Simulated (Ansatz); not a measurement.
A run of Ansatz (development build ahead of 0.2.0) on triplet MgS2 at this shape:

| atom | x (Å) | y (Å) | z (Å) |
| --- | --- | --- | --- |
| Mg | 0.0000 | 0.0000 | 0.0000 |
| S | 0.0000 | 1.8853 | 1.4466 |
| S | 0.0000 | -1.8853 | 1.4466 |

Its results:

```
Converged                       : yes
Total energy                    : -996.45322 hartree
Spin squared of the determinant : 2.000
Stability test                  : minimum among restricted orbitals
```

Problem. Which input gives this output? Name the method, the orbitals and the basis set, and write the input.

Solution. ωB97X (restricted open-shell) in pcseg-2.

```yaml
crystal:
  periodic: [false, false, false]
  atoms:
    - { symbol: Mg, position_ang: [0.0, 0.0, 0.0] }
    - { symbol: S, position_ang: [0.0, 1.8853, 1.4466] }
    - { symbol: S, position_ang: [0.0, -1.8853, 1.4466] }
basis:
  gaussian: { orbitals: pcseg-2 }
magnetization:
  initial_magnetization: 2
hamiltonian:
  xc: { name: wB97X }
```

Caution: other spin multiplicities may lie lower.
